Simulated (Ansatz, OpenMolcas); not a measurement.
# The same job for Ansatz

This OpenMolcas 26.06 job computes CF2 (SMILES F[C]F):

mol.input:
```
&GATEWAY
  BASLIB = $CurrDir
  COORD
  3
  angstrom
  F        0.316310       0.971410       0.281600
  C        0.382340      -0.318520       0.175150
  F       -0.698640      -0.652890      -0.456750
  BASIS = def2-TZVPP
  GROUP = NoSym

&SEWARD
  GRIDINPUT
  Grid=UltraFine
  End of Grid

&SCF
  KSDFT = 2
  1.0 MGGA_X_R2SCAN
  1.0 MGGA_C_R2SCAN
  THRESHOLDS = 1e-10 1e-07 1e-07 1e-05
  PRORBITALS = 1 1

&ALASKA
```

```bash
$ export MOLCAS_MEM=1860
$ pymolcas mol.input > mol.log
```

(Basis files named in the input come from the Basis Set Exchange and aren't shown.)

The coordinates come from a PBE0-D4/def2-TZVP relaxation.

It gives a total energy of -237.701126 Eh.

Write the same calculation for Ansatz 0.2.0 as an input file of the program's own, asking for the energy.

This input was run:

run.yaml:
```yaml
crystal:
  periodic: [false, false, false]
  atoms:
    - {symbol: F, position_ang: [0.316310, 0.971410, 0.281600]}
    - {symbol: C, position_ang: [0.382340, -0.318520, 0.175150]}
    - {symbol: F, position_ang: [-0.698640, -0.652890, -0.456750]}
basis:
  gaussian: {orbitals: def2-TZVPP}
hamiltonian: {xc: r2scan}
output: {orbitals: {seedname: orbitals}}
accuracy: high
```

```bash
$ ansatz run run.yaml --threads 1 --pin off --max-ram 3480MiB --events-out events.jsonl --progress --plain --runs-dir runs
```

Its energy is -237.701128 Eh, 0.002 mEh from the first.
